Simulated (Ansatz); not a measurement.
Energy needed to pull apart Si$_{2}$H$_{5}$ (SMILES [SiH2][SiH3]), doublet, into free ground-state atoms, from the structure below (displaced at random from a GFN2-xTB minimum); no zero-point or spin–orbit terms; open-shell atoms are treated unrestricted, in their ground-state multiplicity.

Si1  (-0.241, -1.425, -0.140)
Si2  (0.332, 0.918, 0.036)
H3  (-0.077, -2.275, 0.951)
H4  (-1.493, -1.875, -0.739)
H5  (0.135, 1.419, -1.273)
H6  (-0.359, 1.903, 0.947)
H7  (1.796, 1.330, 0.426)
(Å)

Computed with Ansatz 0.2.0 (basis: def2-TZVPP); correlated methods freeze the cores; orbitals are unrestricted.

| method | atomization energy (kJ/mol) |
| --- | --- |
| PBE-D4 | 1778 |
| r2SCAN-D4 | 1817 |
| PBE0-D4 | 1782 |
| BHLYP-D4 | 1801 |
| wB97X-V | ? |
| wB97M-V | 1800 |
| HF | ? |
| MP2 | 1724 |
| CCSD | 1752 |
| CCSD(T) | 1763 |

(1) What does HF give? (Judge from chemistry; the value comes from the calculation.)

(2) What does wB97X-V give? (An estimate is asked for; the value comes from the calculation.)

The T1 diagnostic stays at or below 0.016. ⟨S²⟩ of the unrestricted Hartree–Fock references: 0.76 (a pure state has 0.75).

Answers

(1) By the calculation: 1390 kJ/mol, which is about 373 kJ/mol less than CCSD(T)/def2-TZVPP.

(2) The calculation gives: 1823 kJ/mol, which is about 60 kJ/mol more than CCSD(T)/def2-TZVPP.

In triple zeta the MP2 and coupled-cluster atomization energies are still short of their basis limit by a few kcal/mol a bond, whereas those of the functionals are nearly converged, so these differences are not deviations from converged CCSD(T).

For scale, one of the runs: CCSD(T)/def2-TZVPP forces, 154 basis functions (an equivalent command: `ansatz run in.yaml --threads 4`). Hardware: 4 CPU threads, shared host. Wall time 74 s; peak host memory 4 GiB.
